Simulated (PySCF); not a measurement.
# SiB: bond curves at several levels of theory

Aim: find the lowest electronic state of SiB, scan its bond at several levels of theory, and get bond length, wavenumber and dissociation energy from each curve.

Method: Si STO-3G, B STO-3G, no relativity; program: PySCF 2.14.0.

## Step 1: Set-up

Settings of the job:

* atoms: Si, B
* charge: 0
* basis: Si STO-3G, B STO-3G
* Hamiltonian: no relativity
* basis functions: 14
* electrons treated: 19
* masses in u: 27.9769, 11.0093
* levels: PBE0, PBE, r²SCAN, TPSS, TPSSh, M06-2X, CAM-B3LYP, HF, MP2, SCS-MP2, CCSD, CCSD(T)
* grid: 80 radial by 434 angular points
* occupations: held fixed by the projection of orbital angular momentum
* dissociation limit: Si + B, each in its ground configuration
* starting distance in angstrom: 1.930
* values of 2S to try: 1, 3

The run is started by

```bash
> OMP_NUM_THREADS=1 python dia.py task.json out
```

After this run come: PBE0 along the bond; Excited determinants; PBE; r²SCAN (meta-GGA); TPSS; TPSSh (hybrid meta-GGA); M06-2X (hybrid meta-GGA); CAM-B3LYP (range-separated hybrid); UHF (mean field); MP2 and coupled cluster.

**Question.** What will these runs give? Wanted: for each run, Re; ωe; De; μ.

**Answer**, as computed:

Lowest PBE0 solution found, without spin–orbit coupling: ⁴Σ⁻ (quartet), unpaired electrons σ ↑, π ↑↑. State 2 has its PBE0 minimum 0.65 eV higher, as a spin-mixed determinant (⟨S²⟩ = 1.75), so this is no gap between pure states. State 3 has its PBE0 minimum 0.70 eV higher, as a spin-mixed determinant (⟨S²⟩ = 1.76), so this is no gap between pure states. State 4 has its PBE0 minimum 1.45 eV higher. The other levels ran on the lowest alone.

| level | Re (Å) | ωe (cm⁻¹) | De (eV) | μ (D) |
| --- | --- | --- | --- | --- |
| UHF | 1.769 | 1139 | 3.52 | -0.12 |
| UHF-SCS-MP2 | 1.812 | 990 | 3.98 | n/a |
| UHF-CCSD | 1.834 | 967 | 4.18 | n/a |
| UHF-CCSD(T) | 1.838 | 955 | 4.24 | n/a |
| PBE | 1.851 | 927 | 5.79 | -0.43 |
| TPSS | 1.847 | 937 | 5.48 | -0.34 |
| r²SCAN | 1.836 | 962 | 5.64 | -0.27 |
| TPSSh | 1.837 | 958 | 5.31 | -0.29 |
| PBE0 | 1.824 | 983 | 5.31 | -0.27 |
| M06-2X | 1.813 | 999 | 4.97 | -0.20 |
| CAM-B3LYP | 1.816 | 994 | 4.86 | -0.31 |

De is counted to Si + B in their ground configurations. A positive dipole means Si(−)B(+). No constants: UHF-MP2 (the points don't follow one smooth fit).

What this shows: Bond lengths run from 1.769 Å (UHF) to 1.851 Å (PBE). Of the levels with a De here, UHF gives the least (3.52 eV) and PBE the most (5.79 eV).

Correlated steps freeze 6 core orbitals. The basis is very small, so these numbers show the basis as much as the molecule. T1 is 0.039 near the minimum (highest on the curve 0.085), which may point to more than one leading configuration.
